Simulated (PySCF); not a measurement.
Method: PySCF, PBE0, basis B def2-TZVP, Cl def2-TZVP (no relativity, density fitting).

Each entry is the lowest minimum that a search over a few typed start shapes (and spin states, where more than one is plausible) found, or that minimum re-optimised at the stated level; isomers with ligand–ligand bonds, or fragments after loss of a ligand pair, can lie lower. Open shells are unrestricted.

BCl2 is a doublet of C2v symmetry with B–Cl 1.720 Å (×2); Cl–B–Cl 125.5°. Its wavenumbers are 284, 703, 1003 cm⁻¹.

**Question.** What changes when one electron is removed, giving BCl₂⁺?

**Answer.** It costs 7.39 eV between the minima (7.43 eV with zero-point energy). BCl₂⁺ is a singlet of D∞h symmetry with B–Cl 1.610 Å (×2); Cl–B–Cl 180.0°; wavenumbers 327 (×2), 570, 1478 cm⁻¹.
